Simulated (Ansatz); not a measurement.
Interaction energy ladder

The pair of H$_{2}$S (SMILES S, atoms 1–3) and CH$_{4}$S (SMILES CS, atoms 4–9), both closed shells, in one local arrangement (a lower one may exist), relaxed at PBE0-D4/def2-TZVP:

S1  (0.233, 0.066, -2.622)
H2  (-0.557, -0.246, -1.571)
H3  (-0.383, 1.243, -2.809)
C4  (0.573, -0.357, 1.230)
S5  (-1.207, -0.460, 0.937)
H6  (1.075, 0.178, 0.424)
H7  (0.937, -1.385, 1.247)
H8  (0.787, 0.105, 2.192)
H9  (-1.460, 0.857, 0.973)
(Å)

Computed with Ansatz 0.2.0 (basis: def2-TZVPPD, with def2-QZVPPD for the basis limit); correlated methods freeze the cores. B3LYP uses VWN-RPA correlation. Extrapolation: Hartree–Fock as exp(−7.88 √X), correlation as X^−2.97. Interaction energies count from these two fragments, frozen as in the pair, with the counterpoise correction; negative means bound.

(1) What is the interaction energy by CCSD(T) at an estimated basis limit (MP2 extrapolated from triple and quadruple zeta, plus CCSD(T) − MP2 in triple zeta)? (An estimate is asked for; the value comes from the calculation.)

T1 diagnostic: at most 0.011.

Results:

(1) Computed: -2.57 kcal/mol. Hartree–Fock alone gives 0.75 kcal/mol at the basis limit, so without correlation the pair would not bind at this distance. It counts from the two fragments frozen as in the pair.

The same quantity by other methods in triple zeta, and each one's difference from that estimate:
| method | E_int (kcal/mol) | difference |
| --- | --- | --- |
| PBE-D4 | -3.64 | -1.07 |
| revPBE-D4 | -3.21 | -0.64 |
| BLYP-D4 | -3.03 | -0.46 |
| r2SCAN-D4 | -2.95 | -0.38 |
| B97M-V | -2.75 | -0.18 |
| PBE0-D4 | -3.24 | -0.67 |
| B3LYP-D4 | -2.93 | -0.36 |
| HSE06-D4 | -3.24 | -0.68 |
| wB97X-V | -2.46 | 0.11 |
| wB97M-V | -2.44 | 0.13 |
| B2PLYP | -1.58 | 0.99 |
| HF | 0.75 | 3.32 |
| MP2 | -2.55 | 0.02 |
| CCSD | -1.57 | 1.00 |
| CCSD(T) | -2.07 | 0.50 |
Differences are method less estimate.

Basis-set superposition shift (counterpoise-corrected less uncorrected): CCSD(T) 0.57; MP2 0.55; HF 0.08; PBE0-D4 0.08; wB97M-V 0.11 kcal/mol.

For scale, one of the runs: CCSD(T)/def2-TZVPPD, 241 basis functions, launched by `ansatz run in.yaml --threads 4 --pin off --events-out ev --progress --plain --max-ram 9574MiB`. Hardware: 4 CPU threads of an Intel Xeon 6975P-C, shared host. Wall time 19 s; peak host memory 4.7 GiB.
